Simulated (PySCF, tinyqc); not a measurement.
Coupled-perturbed Hartree-Fock on RHF in the sto-6g basis, for LiH, spin multiplicity 1, step by step. The lowest restricted solution is unstable here: a spin-polarised one lies 0.0220 hartree lower (PySCF). One step of it, computed by the program tinyqc.

Question. Iteration 1: building the Fock matrix. J_ij = sum D_kl (ij|kl), K_ij = sum D_kl (ik|jl); F = H + J - 0.5 K; E = tr D H + tr D J / 2 - 0.25 tr D K + E_nn.

D at the start, lower triangle:
```
            1Li 1s    1Li 2s   1Li 2px   1Li 2py   1Li 2pz     2H 1s
1Li 1s    2.065536
1Li 2s   -0.237264  0.800237
1Li 2px   0.000000  0.000000  0.000000
1Li 2py   0.000000  0.000000  0.000000  0.000000
1Li 2pz  -0.141916  0.671453  0.000000  0.000000  0.565032
2H 1s    -0.084333  0.451773  0.000000  0.000000  0.380489  0.256281
```

core Hamiltonian H = T + V (hartree), lower triangle:
```
            1Li 1s     1Li 2s    1Li 2px    1Li 2py    1Li 2pz      2H 1s
1Li 1s   -4.667100
1Li 2s   -0.990170  -1.305245
1Li 2px   0.000000   0.000000  -1.073476
1Li 2py   0.000000   0.000000   0.000000  -1.073476
1Li 2pz  -0.007308  -0.075756   0.000000   0.000000  -1.128178
2H 1s    -0.045467  -0.303322   0.000000   0.000000  -0.429740  -1.121087
```

Two-electron integrals (ij|kl) in chemists' order, unique and non-zero (hartree):
```
(11|11) 1.681247   (21|11) 0.242603   (21|21) 0.044507   (22|11) 0.397190
(22|21) 0.090279   (22|22) 0.290625   (31|31) 0.009437   (32|31) 0.014261
(32|32) 0.064236   (33|11) 0.397190   (33|21) 0.090279   (33|22) 0.290625
(33|33) 0.313125   (41|41) 0.009437   (42|41) 0.014261   (42|42) 0.064236
(43|43) 0.016875   (44|11) 0.397190   (44|21) 0.090279   (44|22) 0.290625
(44|33) 0.279374   (44|44) 0.313125   (51|51) 0.009437   (52|51) 0.014261
(52|52) 0.064236   (53|53) 0.016875   (54|54) 0.016875   (55|11) 0.397190
(55|21) 0.090279   (55|22) 0.290625   (55|33) 0.279374   (55|44) 0.279374
(55|55) 0.313125   (61|11) 0.010560   (61|21) 0.001916   (61|22) 0.004004
(61|33) 0.003945   (61|44) 0.003945   (61|51) 0.000258   (61|52) 0.000554
(61|55) 0.004122   (61|61) 0.000092   (62|11) 0.057790   (62|21) 0.013485
(62|22) 0.050723   (62|33) 0.047765   (62|44) 0.047765   (62|51) 0.002074
(62|52) 0.015825   (62|55) 0.056640   (62|61) 0.000724   (62|62) 0.019491
(63|31) 0.000720   (63|32) 0.004135   (63|53) 0.001909   (63|63) 0.000866
(64|41) 0.000720   (64|42) 0.004135   (64|54) 0.001909   (64|64) 0.000866
(65|11) 0.081010   (65|21) 0.019000   (65|22) 0.073082   (65|33) 0.068153
(65|44) 0.068153   (65|51) 0.003237   (65|52) 0.024761   (65|55) 0.082941
(65|61) 0.001043   (65|62) 0.030089   (65|65) 0.046669   (66|11) 0.216675
(66|21) 0.051067   (66|22) 0.209533   (66|33) 0.193300   (66|44) 0.193300
(66|51) 0.007284   (66|52) 0.072080   (66|55) 0.242001   (66|61) 0.002771
(66|62) 0.109745   (66|65) 0.173433   (66|66) 0.774999
```

nuclear repulsion = 0.65009485 hartree

Give: Coulomb J; exchange K; Fock matrix F; total energy of this density.

Answer.

Coulomb J (hartree), lower triangle:
```
         1Li 1s  1Li 2s  1Li 2px  1Li 2py  1Li 2pz  2H 1s
1Li 1s    4.067
1Li 2s    0.643   1.329
1Li 2px   0.000   0.000    1.312
1Li 2py   0.000   0.000    0.000    1.312
1Li 2pz   0.023   0.134    0.000    0.000    1.363
2H 1s     0.029   0.275    0.000    0.000    0.403  1.252
```

exchange K (hartree), lower triangle:
```
         1Li 1s  1Li 2s  1Li 2px  1Li 2py  1Li 2pz  2H 1s
1Li 1s    3.399
1Li 2s    0.481   0.379
1Li 2px   0.000   0.000    0.079
1Li 2py   0.000   0.000    0.000    0.079
1Li 2pz   0.018   0.301    0.000    0.000    0.338
2H 1s     0.032   0.277    0.000    0.000    0.313  0.511
```

Fock matrix F (hartree), lower triangle:
```
         1Li 1s  1Li 2s  1Li 2px  1Li 2py  1Li 2pz   2H 1s
1Li 1s   -2.299
1Li 2s   -0.588  -0.166
1Li 2px   0.000   0.000    0.199
1Li 2py   0.000   0.000    0.000    0.199
1Li 2pz   0.007  -0.092    0.000    0.000    0.066
2H 1s    -0.032  -0.167    0.000    0.000   -0.183  -0.125
```

total energy of this density = -7.77028 hartree
